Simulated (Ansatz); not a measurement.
The input, for Ansatz 0.2.0:

```yaml
crystal:
  periodic: [false, false, false]
  atoms:
    - {symbol: Ge, position_ang: [0.000000, 0.009227, 0.252245]}
    - {symbol: C, position_ang: [0.000000, -0.092669, -1.495242]}
    - {symbol: H, position_ang: [0.000000, 1.336281, 1.011005]}
    - {symbol: H, position_ang: [0.000000, -1.253031, 1.102338]}
    - {symbol: H, position_ang: [0.000000, 0.356035, -2.474658]}
basis:
  gaussian: {orbitals: cc-pVDZ}
magnetization: {spin_polarized: false, initial_magnetization: 1}
correlation: {method: ccsd, electrons: outside_noble_gas, diis_vectors: 4}
```

```sh
$ ansatz run in.yaml --threads 1 --pin off --events-out ev --progress --plain --max-ram 2393MiB
```

The program prints:

```
590 factors; integrals over basis functions are off by at most 1.0e-3 eV
mean field evaluation 1: about -57544.9184 eV, gradient 2.0e1 eV
mean field evaluation 2: about -57544.9205 eV, gradient 2.0e1 eV
mean field evaluation 4: about -57546.7570 eV, gradient 2.8e0 eV
mean field evaluation 8: about -57546.8142 eV, gradient 1.1e-3 eV
mean field evaluation 16: about -57546.8110 eV, gradient 2.4e-1 eV
mean field evaluation 32: about -57546.6835 eV, gradient 1.9e0 eV
mean field evaluation 64: about -57543.4367 eV, gradient 1.9e-3 eV
mean field evaluation 96: about -57530.0376 eV, gradient 3.3e1 eV
mean field evaluation 128: about -57537.9825 eV, gradient 3.8e-2 eV
mean field evaluation 160: about -57543.4367 eV, gradient 8.5e-2 eV
mean field -57546.81419109 eV, -2114.8064148910 hartree, gradient 2.5e-6 eV, S^2 0.750000; 6 other end points of the search recorded, 0 dependent functions left out
mean field evaluation 192: about -57546.8220 eV, gradient 6.0e-1 eV
mean field evaluation 224: about -57547.3249 eV, gradient 1.8e-1 eV
mean field evaluation 256: about -57546.7989 eV, gradient 2.8e-1 eV
mean field evaluation 288: about -57546.8207 eV, gradient 2.2e-1 eV
mean field evaluation 320: about -57546.8116 eV, gradient 1.9e-1 eV
mean field evaluation 352: about -57546.8053 eV, gradient 2.6e-1 eV
determinant -57546.81419109 eV, -2114.8064148910 hartree, with singles and doubles -57553.52695277 eV, -2115.0531043324 hartree
determinant -57545.45336133 eV, -2114.7564053198 hartree, with singles and doubles -57551.83123619 eV, -2114.9907878977 hartree
determinant -57543.43673988 eV, -2114.6822958482 hartree, with singles and doubles -57549.75927197 eV, -2114.9146446171 hartree
determinant -57546.75611788 eV, -2114.8042807399 hartree, with singles and doubles -57553.52172446 eV, -2115.0529121957 hartree
determinant -57546.75611788 eV, -2114.8042807399 hartree, with singles and doubles -57553.52434930 eV, -2115.0530086567 hartree
determinant -57546.81419109 eV, -2114.8064148910 hartree, with singles and doubles -57553.52919297 eV, -2115.0531866584 hartree
unrestricted determinant -57547.32596567 eV, -2114.8252222599 hartree, S^2 1.2833
15 core orbitals not correlated: weight in the atoms' cores, before any rotation towards them, 0.999 or more for the frozen orbitals, at most 0.001 for the correlated occupied ones
reference -57546.81419109 eV, -2114.8064148910 hartree; 6, 5 occupied and 35, 36 virtual orbitals, 590 factors
second order -5.67084605 eV of doubles, -0.06393906 eV of singles
cycle   1  -6.71500242 eV  change   -5.4e-7 eV  update   1.8e-6
Total energy: -57553.52919351 eV, -2115.0531866784 hartree
```

Ran on 1 thread of Arm Neoverse V2, shared host: 9.5 s wall, 0.13 GiB peak host memory.
